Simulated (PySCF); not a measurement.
Zinc-blende GaSb: correlation energy from several methods in one and the same small orbital space (PySCF; 2 atoms at the zone centre, 8 electrons in 17 orbitals, empty ones MP2 natural orbitals of a TZ basis, lattice constant set to 5.91302 Å). Its volume lies 9 % below that of the crystal's usual cell. It tests the methods against each other and lies far from the crystal's limit.

Full CI gives -1.7979 eV per atom.

Question: What share of it do MP2, CCSD, CCSD(T), CCSDT, CCSDT(Q), CCSDTQ recover?

Answer: MP2 65.3 %; CCSD 98.3 %; CCSD(T) 99.2 %; CCSDT 99.7 %; CCSDT(Q) 99.8 %; CCSDTQ 100.0 %.

| method | E_corr (eV per atom) | share of full CI (%) | error (meV) |
|---|---|---|---|
| MP2 | -1.1743 | 65.3 | 624 |
| CCSD | -1.7674 | 98.3 | 31 |
| CCSD(T) | -1.7838 | 99.2 | 14 |
| CCSDT | -1.7918 | 99.7 | 6 |
| CCSDT(Q) | -1.7952 | 99.8 | 3 |
| CCSDTQ | -1.7977 | 100.0 | 0 |
| full CI | -1.7979 | 100.0 | 0 |

The Hartree–Fock determinant has a weight of 0.87 in the full CI state.

MP2, (T) and (Q) use filled levels shifted down by the Madelung term, which in so small a cell is a large part of the gap, so these rows hang on it.
